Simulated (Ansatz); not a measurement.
Geometry optimisation, RKS B3LYP/def2-SVP in Ansatz 0.2.0.

Input file:

```yaml
crystal:
  periodic: [false, false, false]
  atoms:
    - { symbol: Al, position_ang: [-0.081063, 0.43227, -0.409044] }
    - { symbol: F, position_ang: [-0.012777, 0.276972, 2.465549] }
    - { symbol: H, position_ang: [1.217684, -0.260639, -0.980802] }
    - { symbol: O, position_ang: [-1.655224, -0.153994, -0.685021] }
    - { symbol: H, position_ang: [-1.891476, -0.995799, -1.083805] }
    - { symbol: H, position_ang: [-0.059806, 1.78776, 0.383672] }
    - { symbol: H, position_ang: [-0.165839, 1.126331, 2.119151] }
basis:
  gaussian: { orbitals: def2-SVP }
hamiltonian:
  xc: b3lyp
relax:
  f_tol: 0.03
  max_steps: 50
output:
  orbitals: {}
```

Launched with:

```bash
$ ansatz run input.yaml --threads 1 --pin off --max-ram 2048MiB --backend cpu --events-out ev --progress --plain --runs-dir out
```

Task: Where does it end, and by what steps?

Result: The run converged. The force dipped under the threshold on the way, but the program's further checks kept it going. After 8 steps the energy has fallen by 0.271 eV; F2 moved furthest, 0.56 Å. Joined: Al1–F2 (2.88 → 2.09 Å).

```json
{"step": "0", "energy less start (eV)": "0.0000", "largest force component (eV/Å)": "0.285", "accepted": "yes"}
{"step": "1", "energy less start (eV)": "-0.0920", "largest force component (eV/Å)": "0.664", "accepted": "yes"}
{"step": "2", "energy less start (eV)": "-0.2032", "largest force component (eV/Å)": "1.020", "accepted": "yes"}
{"step": "3", "energy less start (eV)": "-0.2591", "largest force component (eV/Å)": "0.259", "accepted": "yes"}
{"step": "4", "energy less start (eV)": "-0.2654", "largest force component (eV/Å)": "0.290", "accepted": "yes"}
{"step": "5", "energy less start (eV)": "-0.2699", "largest force component (eV/Å)": "0.153", "accepted": "yes"}
{"step": "6", "energy less start (eV)": "-0.2704", "largest force component (eV/Å)": "0.040", "accepted": "yes"}
{"step": "7", "energy less start (eV)": "-0.2705", "largest force component (eV/Å)": "0.014", "accepted": "yes"}
{"step": "8", "energy less start (eV)": "-0.2708", "largest force component (eV/Å)": "0.021", "accepted": "yes"}
```

```xyz
7
Properties=species:S:1:pos:R:3
Al -0.106 0.420 -0.148
F -0.016 0.135 1.920
H 1.219 -0.258 -0.681
O -1.662 -0.148 -0.578
H -1.866 -0.966 -1.037
H -0.125 1.948 0.377
H -0.091 1.083 1.957
```

Whether the end is a true minimum wasn't checked by a vibrational analysis.

Run time: 9.1 s on 1 thread of Intel(R) Xeon(R) 6975P-C (Granite Rapids), on a shared host, peak memory 0.15 GiB.
